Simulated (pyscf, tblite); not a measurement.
trichlorosilane (Cl–SiH(Cl)–Cl) + H atom (H•) → Cl–Si•(Cl)–Cl + hydrogen (H₂): energy along the mass-weighted descent from the GFN2-xTB with spin polarisation saddle (tblite), relative to the relaxed reactant side, a complex of the molecules.

```csv
s (amu^1/2 bohr),E (kcal/mol)
-1.50,0.4
-1.32,0.7
-0.840,2.1
-0.240,9.6
0.480,9.3
0.789,8.8
0.920,8.7
1.07,8.4
1.23,8.3
1.42,8.2
1.52,8.1
```

Problem. The GFN2-xTB with spin polarisation barrier from the reactant side is 10.8 kcal/mol. What does ωB97X-D3(BJ) (PySCF) give from its own reactant-side minimum, in def2-SVP and in def2-TZVP?

Solution. 4.7 kcal/mol in the double-zeta basis after reoptimising the saddle, and 5.1 kcal/mol in the triple-zeta single point, so the tight-binding barrier lies 5.7 kcal/mol over the latter. The imaginary mode goes from 1174i to 1062i cm⁻¹.
